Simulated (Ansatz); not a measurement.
## A computed series for InAs: pressure series

The parent structure is InAs in the zinc blende structure (space group F-43m, No. 216; a = 6.187 Å).

Cell and atoms are relaxed at each pressure.

Calculations: DFT with PBE, PAW potentials and a 420 eV plane-wave cutoff in Ansatz (a program for electronic structure), no spin-orbit coupling, earlier PAW set.

| pressure (GPa) | volume per atom (Å³/atom) |
|---|---|
| -2 | 31.007 |
| -1 | 30.261 |
| 0 | 29.599 |
| 0.3 | 29.424 |
| 0.7 | 29.194 |
| 1.5 | 28.767 |
| 3 | 28.039 |
| 5 | ? |
| 10 | 25.581 |

Q: Fit the third-order Birch–Murnaghan form P(V) = (3B₀/2)[(V₀/V)^(7/3) − (V₀/V)^(5/3)]·[1 + (3/4)(B₀′ − 4)((V₀/V)^(2/3) − 1)] (squares taken in P) to the rows shown and predict the withheld row.

A: Least squares on the printed values gives V₀ = 29.607 Å³/atom, B₀ = 48.4 GPa, B₀′ = 4.7; this predicts 27.206 Å³/atom, and the run gives 27.212 Å³/atom, 0.006 higher.

Measured bulk modulus of InAs: 58.6 GPa (static lattice; corrected from measurement; as listed in Daniel Mejia-Rodriguez, S. B. Trickey, Phys. Rev. B (2018)); the computed value is 17 % below it.

A case with no gap was solved on a k-mesh chosen for an insulator, which is coarse for it. Load acts through the strain it causes; cell and atoms are relaxed under it. Whether these cells are dynamically stable was not tested. All final runs are without spin polarisation. Measured, InAs leaves this structure (for rock salt) near 7 GPa (temperature not stated; as listed in Datta, Sujoy, Jana, Debnarayan, arXiv (2020)).
